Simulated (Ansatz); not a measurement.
# C4H6O: up Jacob's ladder to CCSD(T)

Aim: compute C4H6O with functionals from several rungs and with coupled cluster. The yardstick is the atomisation energy at the CCSD(T) limit.

Method: functionals in def2-TZVPP, the program's frozen cores in correlated methods; program: Ansatz 0.2.0, Gaussian basis.

Levels to be run: LDA (SPW92), PBE-D4, revPBE-D4, BLYP-D4, r2SCAN-D4, B97M-V, PBE0-D4, B3LYP-D4, r2SCANh-D4, r2SCAN0-D4, HSE06-D4, BHLYP-D4, CAM-B3LYP-D4, LC-ωPBE, ωB97X-V, ωB97M-V, B2PLYP, PBE-QIDH; CCSD(T)/def2-SVP; CCSD(T)/def2-TZVPP; MP2/def2-QZVPP; extrapolation to the limit; RPA on PBE.

## (1) The relaxed structure

All runs share one geometry, relaxed beforehand with PBE0-D4 in a triple-zeta def2 set.

SMILES `C=C/C=C/O`, 11 atoms, charge 0, spin multiplicity 1.

Atoms are counted from 1 here; the program's logs count them from 0.

Bond lengths: C1–C2 1.334 Å, C1–H6 1.085 Å, C1–H7 1.083 Å, C2–C3 1.442 Å, C2–H8 1.089 Å, C3–C4 1.334 Å, C3–H9 1.086 Å, C4–O5 1.353 Å, C4–H10 1.088 Å, O5–H11 0.959 Å. Angles: C2–C1–H6 121.4°, C2–C1–H7 121.4°, H6–C1–H7 117.2°, C1–C2–C3 125.0°, C1–C2–H8 118.7°, C3–C2–H8 116.2°, C2–C3–C4 122.3°, C2–C3–H9 118.8°, C4–C3–H9 118.9°, C3–C4–O5 122.2°, C3–C4–H10 121.3°, O5–C4–H10 116.5°, C4–O5–H11 109.7°.

## (2) LDA

This LDA is Slater exchange with PW92 correlation.

Input file in.yaml:

```yaml
crystal:
  periodic: [false, false, false]
  atoms:
    - {symbol: C, position_ang: [-1.016844, 1.510673, 1.223760]}
    - {symbol: C, position_ang: [-0.641316, 0.327460, 0.735451]}
    - {symbol: C, position_ang: [0.313610, 0.136290, -0.328055]}
    - {symbol: C, position_ang: [0.650161, -1.074530, -0.774908]}
    - {symbol: O, position_ang: [1.546499, -1.251386, -1.772855]}
    - {symbol: H, position_ang: [-0.609661, 2.437870, 0.834156]}
    - {symbol: H, position_ang: [-1.740525, 1.586596, 2.025368]}
    - {symbol: H, position_ang: [-1.077514, -0.576008, 1.158682]}
    - {symbol: H, position_ang: [0.774615, 1.009626, -0.780603]}
    - {symbol: H, position_ang: [0.213008, -1.975942, -0.350385]}
    - {symbol: H, position_ang: [1.653369, -2.187749, -1.949812]}
basis:
  gaussian: {orbitals: def2-TZVPP}
hamiltonian: {xc: lda}
output: {orbitals: {seedname: orbitals}}
```

Run with:

```bash
$ ansatz run in.yaml --threads 4 --pin off --events-out ev --progress --plain --max-ram 10444MiB
```

Further steps of the session: PBE-D4 (GGA); revPBE-D4 (GGA); BLYP-D4 (GGA); r2SCAN-D4 (meta-GGA); B97M-V (meta-GGA); B3LYP-D4 (hybrid); r2SCANh-D4 (hybrid); r2SCAN0-D4 (hybrid); HSE06-D4 (hybrid); BHLYP-D4 (hybrid); CAM-B3LYP-D4 (range-separated); LC-ωPBE (range-separated); ωB97X-V (range-separated); ωB97M-V (range-separated); B2PLYP (double hybrid); PBE-QIDH (double hybrid); CCSD(T) in def2-SVP; CCSD(T) in def2-TZVPP; MP2 in def2-QZVPP; RPA on PBE orbitals.

**Question.** What will the summary of the whole plan be? Wanted: atomisation energy, CCSD(T)/CBS; farthest beyond LDA; mean size of error, GGA; mean size of error, meta-GGA; mean size of error, hybrid; mean size of error, range-separated; mean size of error, double hybrid; gap, smallest and largest; T1 diagnostic.

**Answer**, as computed:

| quantity | value |
| --- | --- |
| atomisation energy, CCSD(T)/CBS | 48.259 eV |
| functionals within 0.241 eV (0.5 %) | B97M-V, B3LYP-D4, r2SCANh-D4, LC-ωPBE, ωB97X-V, ωB97M-V, PBE-QIDH |
| farthest beyond LDA | PBE-D4 (+1.654 eV) |
| mean size of error, GGA | 0.774 eV |
| mean size of error, meta-GGA | 0.257 eV |
| mean size of error, hybrid | 0.563 eV |
| mean size of error, range-separated | 0.123 eV |
| mean size of error, double hybrid | 0.188 eV |
| gap, smallest and largest | 3.75 eV (LDA (SPW92)), 10.42 eV (LC-ωPBE) |
| T1 diagnostic | 0.0123 |
| triples share of the correlation energy | 4.3 % |

What this shows: LDA overbinds by 7.641 eV (16 %). PBE-D4 misses by +1.654 eV. Double hybrids carry the basis error of their MP2 part in triple zeta, and no dispersion term here, so their miss is partly the set-up's. The rungs range-separated, double hybrid miss on average by less than the doubt on the reference (0.241 eV), so they tie. The reference freezes the cores and leaves out relativity and excitations past (T), so misses under about 0.241 eV can't be ranked. Hartree-Fock recovers 73 % of the binding; the rest is correlation. CCSD(T) in def2-SVP is off by -2.023 eV, so the small basis spoils what the method gains. Orbital gaps span 3.7 to 10.4 eV; exact exchange widens them. The restricted reference is unstable towards a spin-broken one.
